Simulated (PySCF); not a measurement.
Species: cyclopropane, C3H6.
Structure used (PBE0-D3(BJ)/def2-TZVP), in Å, numbered top down from 1:
```xyz
9
C3H6 angstrom
C     -0.7544   -0.6025    0.0107
C      0.7178   -0.3873    0.1748
C     -0.1556    0.7362   -0.2903
H     -1.3574   -0.7005    0.9046
H     -1.0903   -1.2075   -0.8220
H      1.1167   -0.3399    1.1802
H      1.3815   -0.8467   -0.5469
H     -0.3513    1.5473    0.3998
H     -0.0838    1.0402   -1.3269
```

The closed-shell ground state was solved at several levels (PySCF, density fitting, gas phase, non-relativistic). Geometry: PBE0-D3(BJ)/def2-TZVP; no solvent, vibrations or thermal averaging. The dipole stays under 0.02 D at every level.

```
                level  basis functions  total energy (Eh)  HOMO (eV)  LUMO (eV)  gap (eV)
        PBE0/pcSseg-2              192          -117.7923      -8.40       0.91      9.31
     PBE0/aug-cc-pVTZ              276          -117.7900      -8.39       0.10      8.49
  wB97X-D/aug-cc-pVTZ              276          -117.8982     -10.28       0.96     11.24
          B97-2/pcJ-2              297          -117.9061      -8.12       1.09      9.21
CAM-B3LYP/aug-cc-pVTZ              276          -117.8651      -9.81       0.39     10.20
          B3LYP/pcJ-2              297          -117.9512      -8.16       0.74      8.90
```

What might PBE0/pcJ-2 (297 basis functions) give for the same quantities?

Total energy -117.7972 Eh, HOMO -8.40 eV, LUMO 1.06 eV, gap 9.46 eV.

Over all these levels, which gives the widest orbital gap and which the narrowest?

wB97X-D/aug-cc-pVTZ (range-separated hybrid) has the widest, 11.24 eV, and PBE0/aug-cc-pVTZ (global hybrid, 25 % exact exchange) the narrowest, 8.49 eV. The two share the basis. From the narrowest to the widest the HOMO moves by -1.89 eV and the LUMO by +0.86 eV.

How much does the basis alone move the frontier levels among the 3 PBE0 rows (the withheld one included)?

The HOMO by 0.01 eV and the LUMO by 0.96 eV. By rising basis size (HOMO, LUMO in eV): pcSseg-2 -8.40, 0.91; aug-cc-pVTZ -8.39, 0.10; pcJ-2 -8.40, 1.06.

wB97X-D is run here without its empirical dispersion term; that term would change no orbital, density or response property at a fixed geometry.
